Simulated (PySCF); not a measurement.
## Fluorine: a sound run and one with changed settings

Sound run: F [He] 2s2 2p5, F⁺ [He] 2s2 2p4. Calculation: PySCF 2.14, in cc-pVDZ (3s2p1d, 14 functions); the non-relativistic Hamiltonian (point nucleus). The sound run starts from symmetry-adapted Hartree-Fock orbitals and uses a fine grid where one is needed.

A second run was set up differently.

```csv
species,method,sound run (hartree),changed run (hartree),converged
F,UHF,-99.37524,-99.37524,yes
F,r2SCAN,-99.68610,-99.68789,yes
F,TPSS,-99.73140,-99.73142,yes
F⁺,UHF,-98.80049,-98.80049,yes
F⁺,r2SCAN,-99.04830,-99.05058,yes
F⁺,TPSS,-99.10151,-99.10159,yes
```

Ionisation energy of F:

```csv
method,sound run (eV),changed run (eV)
UHF,15.640,15.640
r2SCAN,17.355,17.342
TPSS,17.140,17.139
```

(1) What was changed?
A. a valence shell is frozen
B. too few SCF iterations
C. basis contracted for another Hamiltonian
D. angular grid far too coarse

Answers

(1) D. It used 26 angular points. A coarse angular grid integrates products of high-l functions wrongly, so density functionals can shift, and the SCF can exploit the error; Hartree-Fock and MP2 need no grid.
